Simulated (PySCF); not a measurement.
**Al, Al+: ionisation energy in cc-pVDZ-DK**

Wanted: the ionisation energy of aluminium, up a ladder of methods.

The numbers are computed with PySCF 2.14.0 (unrestricted determinants in a Gaussian basis, no spin-orbit coupling in the energies), except any that are marked as measured or tabulated.

## 1. Starting point

| Property | Result |
| --- | --- |
| Element | aluminium (Z = 13) |
| Basis | cc-pVDZ-DK |
| Hamiltonian | the spin-free X2C one-electron Hamiltonian (Gaussian nucleus) |
| State 1 | Al: [Ne] 3s2 3p1, 2P determinant |
| State 2 | Al+: [Ne] 3s2, closed-shell 1S |
| Methods | UHF, M06-2X, B3LYP, MP2, CCSD(T) |
| Core shells frozen in the correlated runs | valence: [Ne] (for Al) |

The outer shells:

Al [Ne] 3s2 3p1
```
[Ne] core
3s [↑↓]
3p [↑ ][  ][  ]
```

Al+ [Ne] 3s2
```
[Ne] core
3s [↑↓]
```

One driver process ran all states and methods and kept the integrals in memory. Each run is shown as a PySCF script that sums up its settings (the driver passes frozen orbitals as a list and adds second-order terms of double hybrids); the logs are those of the runs themselves. The driver starts from symmetry-adapted Hartree-Fock orbitals, holds the occupation by maximum overlap and uses a logarithmic radial grid for functionals, so a plain start would take other cycles.

The driver's launch:

```sh
$ OMP_NUM_THREADS=1 python atomrun2.py TASK.json OUT
```

The integrals over 18 functions and the set-up took 0.03 s of CPU time.

## 2. Al: the ladder of methods

#### UHF

Input file input.py:

```python
from pyscf import gto, scf, dft, mp, cc
import basis_set_exchange as bse
mol = gto.M(atom="Al 0 0 0", charge=0, spin=1, symmetry="D2h",
            basis=gto.basis.parse(bse.get_basis("cc-pVDZ-DK", elements=["Al"], fmt="nwchem", header=False)),
            nucmod="G")
mf = scf.UHF(mol).sfx2c1e()
mf.irrep_nelec = {'Ag': (3, 3), 'B1u': (1, 1), 'B2u': (2, 1), 'B3u': (1, 1)}
mf.kernel()
```

#### M06-2X

input.py differs from the last one in:

```diff
@@ -5,3 +5,3 @@
             nucmod="G")
-mf = scf.UHF(mol).sfx2c1e()
+mf = dft.UKS(mol, xc="M062X").sfx2c1e()
 mf.irrep_nelec = {'Ag': (3, 3), 'B1u': (1, 1), 'B2u': (2, 1), 'B3u': (1, 1)}
```

#### B3LYP

input.py differs from the last one in:

```diff
@@ -5,3 +5,3 @@
             nucmod="G")
-mf = dft.UKS(mol, xc="M062X").sfx2c1e()
+mf = dft.UKS(mol, xc="B3LYP").sfx2c1e()
 mf.irrep_nelec = {'Ag': (3, 3), 'B1u': (1, 1), 'B2u': (2, 1), 'B3u': (1, 1)}
```

#### MP2 (valence)

input.py differs from the last one in:

```diff
@@ -5,4 +5,5 @@
             nucmod="G")
-mf = dft.UKS(mol, xc="B3LYP").sfx2c1e()
+mf = scf.UHF(mol).sfx2c1e()
 mf.irrep_nelec = {'Ag': (3, 3), 'B1u': (1, 1), 'B2u': (2, 1), 'B3u': (1, 1)}
 mf.kernel()
+mp.UMP2(mf, frozen=5).kernel()
```

#### CCSD(T) (valence)

input.py differs from the last one in:

```diff
@@ -8,2 +8,3 @@
 mf.kernel()
-mp.UMP2(mf, frozen=5).kernel()
+mycc = cc.CCSD(mf, frozen=5).run()
+mycc.ccsd_t()
```

## 3. Al+, method by method

#### UHF

Input file input.py:

```python
from pyscf import gto, scf, dft, mp, cc
import basis_set_exchange as bse
mol = gto.M(atom="Al 0 0 0", charge=1, spin=0, symmetry="D2h",
            basis=gto.basis.parse(bse.get_basis("cc-pVDZ-DK", elements=["Al"], fmt="nwchem", header=False)),
            nucmod="G")
mf = scf.UHF(mol).sfx2c1e()
mf.irrep_nelec = {'Ag': (3, 3), 'B1u': (1, 1), 'B2u': (1, 1), 'B3u': (1, 1)}
mf.kernel()
```

#### M06-2X

input.py differs from the last one in:

```diff
@@ -5,3 +5,3 @@
             nucmod="G")
-mf = scf.UHF(mol).sfx2c1e()
+mf = dft.UKS(mol, xc="M062X").sfx2c1e()
 mf.irrep_nelec = {'Ag': (3, 3), 'B1u': (1, 1), 'B2u': (1, 1), 'B3u': (1, 1)}
```

#### B3LYP

input.py differs from the last one in:

```diff
@@ -5,3 +5,3 @@
             nucmod="G")
-mf = dft.UKS(mol, xc="M062X").sfx2c1e()
+mf = dft.UKS(mol, xc="B3LYP").sfx2c1e()
 mf.irrep_nelec = {'Ag': (3, 3), 'B1u': (1, 1), 'B2u': (1, 1), 'B3u': (1, 1)}
```

#### MP2 (valence)

input.py differs from the last one in:

```diff
@@ -5,4 +5,5 @@
             nucmod="G")
-mf = dft.UKS(mol, xc="B3LYP").sfx2c1e()
+mf = scf.UHF(mol).sfx2c1e()
 mf.irrep_nelec = {'Ag': (3, 3), 'B1u': (1, 1), 'B2u': (1, 1), 'B3u': (1, 1)}
 mf.kernel()
+mp.UMP2(mf, frozen=5).kernel()
```

#### CCSD(T) (valence)

input.py differs from the last one in:

```diff
@@ -8,2 +8,3 @@
 mf.kernel()
-mp.UMP2(mf, frozen=5).kernel()
+mycc = cc.CCSD(mf, frozen=5).run()
+mycc.ccsd_t()
```

Q: Predict the outcome of this session.

**Answer**, as computed:

```
             quantity                                                   value
ionisation energy, Al  UHF 5.574, CCSD(T) (valence) 5.826 eV; reference 5.977
```

Each level's miss and price (over 1 difference):

```
           method  mean absolute miss against the measured value (with the measured fine structure taken into account where it is known) (eV)  CPU time, both states (s)
              UHF                                                                                                                       0.403                       0.07
           M06-2X                                                                                                                       0.239                       0.29
            B3LYP                                                                                                                       0.039                       0.17
    MP2 (valence)                                                                                                                       0.251                       0.07
SCS-MP2 (valence)                                                                                                                       0.271                       0.07
   CCSD (valence)                                                                                                                       0.169                           
CCSD(T) (valence)                                                                                                                       0.150                       0.16
```

What this shows: Against experiment B3LYP comes closest (off by 0.04 eV) and UHF is farthest (0.40 eV). Hartree-Fock falls short because the species with more electrons holds more correlation energy, which it lacks. All values hold for this basis alone; no basis-set limit was taken. The dearest level timed, M06-2X, costs 4.1 times the cheapest, UHF, and differs from the measured value (with the measured fine structure taken into account where it is known) by 0.24 against 0.40 eV.
